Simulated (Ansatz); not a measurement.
Density of states of WI₂O₂ (I4/mmm, a = 3.785 Å, b = 3.785 Å, c = 16.906 Å, α = 90.00°, β = 90.00°, γ = 90.00°), in states per eV and primitive cell, averaged over bins of 0.4 eV. Theory: DFT PBEsol, scalar-relativistic, plane waves, PAW (Ansatz 0.2.0).

Cutoff 420 eV; k points 14×14×14 on the computed 5-atom cell (Γ-centred); Gaussian smearing, width 0.10 eV; no spin polarisation.

The cell is relaxed at this level. The states (both spins) are summed by tetrahedra on a 21×21×21 mesh at the self-consistent density. Energies are bin centres; the table starts no lower than −8 eV and ends at 6 eV, or lower where the solved bands end.

It is a metal at this level.

```tsv
E − E_F (eV)	total	I 5p	O 2p	W 5d	W 6s
-7.85	0.87	0.00	0.59	0.21	0.04
-7.45	0.72	0.00	0.50	0.15	0.03
-7.05	0.93	0.00	0.63	0.23	0.02
-6.65	1.18	0.00	0.80	0.32	0.01
-6.25	1.21	0.01	0.84	0.30	0.01
-5.85	3.47	0.24	2.02	1.15	0.01
-5.45	3.62	0.22	2.26	1.05	0.01
-5.05	3.54	0.36	2.30	0.78	0.01
-4.65	3.10	0.60	1.79	0.56	0.05
-4.25	4.51	1.61	1.83	0.75	0.15
-3.85	3.97	1.33	1.57	0.70	0.17
-3.45	1.64	0.22	1.28	0.11	0.00
-3.05	3.12	1.58	1.39	0.10	0.01
-2.65	4.72	2.90	1.59	0.14	0.02
-2.25	3.49	2.32	0.98	0.12	0.02
-1.85	5.52	4.16	0.89	0.39	0.01
-1.45	4.85	3.60	0.43	0.76	0.00
-1.05	3.95	3.05	0.52	0.34	0.00
-0.65	1.88	1.66	0.12	0.08	0.00
-0.25	1.57	1.39	0.03	0.14	0.00
0.15	0.41	0.23	0.03	0.15	0.00
0.55	1.34	0.51	0.09	0.71	0.00
0.95	3.44	1.34	0.30	1.74	0.00
1.35	1.32	0.10	0.33	0.85	0.00
1.75	1.33	0.05	0.39	0.84	0.00
2.15	1.54	0.04	0.49	0.94	0.00
2.55	2.56	0.18	0.76	1.48	0.03
2.95	3.27	0.40	0.83	1.77	0.05
3.35	3.26	0.99	0.30	1.40	0.16
3.75	1.26	0.34	0.18	0.54	0.06
4.15	0.32	0.00	0.12	0.17	0.00
4.55	0.05	0.00	0.02	0.03	0.00
4.95	0.24	0.00	0.01	0.11	0.00
5.35	0.58	0.01	0.01	0.13	0.01
5.75	1.20	0.02	0.03	0.18	0.06
```

The columns after the total are the main Löwdin projections on the occupied valence shells of the potentials; 3 others are left out. The rest of the total lies in those, in shells that are empty in the free atom, which aren't projected, and between the atoms.

Spin-orbit coupling is left out, which matters for the bands of heavy elements. The cell holds layers, and where no dispersion correction was added their binding is poorly described.

Closed-shell ions balance this formula, so the missing gap can be the error of a semilocal functional.

Cost: 1 run of about 9.6 core-minutes, on Arm Neoverse V1 (shared hosts).